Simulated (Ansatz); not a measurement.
## 1T (CdI2-type) ZrSe2

These are PBEsol-D3(BJ) (PAW; Ansatz, a quantum-chemistry and plane-wave program) values and carry that method's errors.

Run with plane-wave cutoff 520 eV, 12×12×6 k mesh (along the axes of the cell as run), Fermi–Dirac smearing 0.01 eV, scalar-relativistic PAW data made under PBE.

Cell (relaxed at this level):

Space group P-3m1 (No. 164); a = b = 3.662 Å, c = 5.838 Å, α = β = 90.00°, γ = 120.00°

```
atom  site  symmetry       x       y       z
----  ----  --------  ------  ------  ------
Zr      1a      -3m.  0.0000  0.0000  0.0000
Se      2d       3m.  0.3333  0.6667  0.2752
```

```json
{
 "bulk_modulus": "45.9 GPa",
 "band_gap": "zero (no gap)"
}
```

Measured, for comparison: band gap 1.18 eV (temperature not stated, no zero-point or thermal correction, fundamental, indirect, our sources range from 0.90 to 1.20; as tabulated in Rybak et al. (2022), arXiv:2210.12074).

Note: the gap of the solid is closed in this run; this level leaves the solid without a gap, although one is measured; the bulk modulus comes from volumes at which shape and atoms were relaxed.

Spin–orbit coupling is not included.

Cost on a shared machine: around 6 core-minutes (rough).
